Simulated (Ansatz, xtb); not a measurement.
**Two isomers of CH4OS**

We compare a, `CSO`, a singlet, with b, `COS`, a singlet. Both are isolated molecules in the gas phase, relaxed with BLYP-D3(BJ)/def2-SVP; the shapes shown needn't be the lowest conformers.

a (Å):

```xyz
7

C     0.0285    1.5764   -1.3497
O    -2.3366    0.3744   -1.9561
S    -1.5153    0.9746   -0.5706
H     0.6073    2.0765   -0.5458
H    -0.2012    2.3132   -2.1439
H     0.6325    0.7443   -1.7642
H    -2.0837   -0.5708   -2.0239
```

b (Å):

```xyz
7

C    -1.2738    0.5014   -1.6580
O    -1.0366    1.5840   -0.7475
S     0.1374    2.7098   -1.2838
H    -2.1129   -0.0781   -1.2226
H    -1.5580    0.8569   -2.6728
H    -0.3849   -0.1645   -1.7521
H     1.2693    2.0094   -0.9228
```

**Question.** Estimate which is lower in electronic energy at CCSD(T)/def2-TZVPP, and by roughly how much.

**Answer.** The CCSD(T)/def2-TZVPP calculation puts structure a lower, by 12.0 kcal/mol.

Level by level:

```json
{"level": "GFN2-xTB", "geometry": "GFN2-xTB", "E(b) − E(a) (kcal/mol)": "+2.3", "departure from the last row (kcal/mol)": "−9.8", "job, with rough time for the two": "optimisation, 0.068 s"}
{"level": "HF/STO-3G", "geometry": "GFN2-xTB", "E(b) − E(a) (kcal/mol)": "+3.3", "departure from the last row (kcal/mol)": "−8.8", "job, with rough time for the two": "single point, 0.16 s"}
{"level": "r2SCAN-D4/def2-SVP", "geometry": "GFN2-xTB", "E(b) − E(a) (kcal/mol)": "+9.6", "departure from the last row (kcal/mol)": "−2.5", "job, with rough time for the two": "single point, 2.7 s"}
{"level": "BLYP-D3(BJ)/def2-SVP", "geometry": "BLYP-D3(BJ)/def2-SVP", "E(b) − E(a) (kcal/mol)": "+8.4", "departure from the last row (kcal/mol)": "−3.7", "job, with rough time for the two": "optimisation, 15 s"}
{"level": "HF/def2-TZVPP", "geometry": "BLYP-D3(BJ)/def2-SVP", "E(b) − E(a) (kcal/mol)": "+10.6", "departure from the last row (kcal/mol)": "−1.4", "job, with rough time for the two": "part of the CCSD(T) run"}
{"level": "MP2/def2-TZVPP", "geometry": "BLYP-D3(BJ)/def2-SVP", "E(b) − E(a) (kcal/mol)": "+13.3", "departure from the last row (kcal/mol)": "+1.2", "job, with rough time for the two": "part of the CCSD(T) run"}
{"level": "CCSD(T)/def2-TZVPP", "geometry": "BLYP-D3(BJ)/def2-SVP", "E(b) − E(a) (kcal/mol)": "+12.0", "departure from the last row (kcal/mol)": "", "job, with rough time for the two": "single point, 75 s"}
```

As drawn, b has 1 C–O, 1 S–H in place of 1 C–S, 1 O–H.

None of the levels shown reverses the order. The largest departure from CCSD(T)/def2-TZVPP is that of GFN2-xTB, 9.8 kcal/mol.

With harmonic frequencies from BLYP-D3(BJ)/def2-SVP (ideal gas, rigid rotor, one conformer each, 298.15 K, 1 atm): on the last row, ΔE + ΔZPE = +11.2, ΔH = +11.1, ΔG = +11.3 kcal/mol.

The correlated steps freeze 7 core orbitals. Programs: Ansatz 0.2.0, xtb 6.7.1; the last row on 1 thread of Arm Neoverse V2 on a shared host.
